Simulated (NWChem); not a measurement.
A series in which one site is exchanged, each optimised at PBE0/def2-SVP with NWChem, gas phase unless a solvent is named. Some are not confirmed as minima by frequencies. def2 effective core potentials on Sb; no spin-orbit coupling.

A: B (BH3; site = B)
B: [SbH3] (SbH$_{3}$; site = Sb)
C: [AlH3] (AlH$_{3}$; site = Al)
D: P (PH$_{3}$; site = P)

Q: Rank them by lowest singlet excitation, PBE/def2-SVPD, TDA (eV), lowest first.

A: C (4.87), A (5.58), B (6.13), D (6.88)
